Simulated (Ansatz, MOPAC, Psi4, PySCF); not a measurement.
Species: sulfur monoxide, SO, net charge 0, triplet state. SMILES: S=O
Geometry from a B3LYP-D3(BJ)/def2-TZVP (Ansatz, a program for electronic structure) optimisation:
```xyz
2

O      0.0000     0.0000    -0.9933
S      0.0000     0.0000     0.4966
```
Charge 0, spin multiplicity 3.

Quantity: size of the dipole moment, in D. Conventions: open shells spin-unrestricted; six Cartesian d functions in 6-31G* and its kin unless marked 5d; 6-311+G** with 5d, 6d on Na to Ar in Ansatz; non-relativistic; no spin-orbit coupling. First-principles rows: single points at B3LYP-D3(BJ) geometries (Ansatz). Semi-empirical rows: dipoles at the shared geometry.

```json
[
 {"level": "PM3", "program": "MOPAC", "size of the dipole moment (D)": "1.99"},
 {"level": "PBE/def2-SVP", "program": "Ansatz", "size of the dipole moment (D)": "1.49"},
 {"level": "B3LYP/3-21G", "program": "Ansatz", "size of the dipole moment (D)": "1.19"},
 {"level": "B3LYP/6-31G*", "program": "Ansatz", "size of the dipole moment (D)": "1.51"},
 {"level": "B3LYP/def2-SVP", "program": "Ansatz", "size of the dipole moment (D)": "1.64"},
 {"level": "M06-2X/6-31G* (5d)", "program": "PySCF", "size of the dipole moment (D)": "1.61"},
 {"level": "wB97X-D/6-311+G**", "program": "Psi4", "size of the dipole moment (D)": "1.83"}
]
```

No value to compare with is used here. The 7 habitual levels span 1.19 (B3LYP/3-21G) to 1.99 D (PM3).

The levels are drawn from those run, B3LYP/6-31G* more often than the rest, none by its result; runs whose electronic state is in doubt are left out.
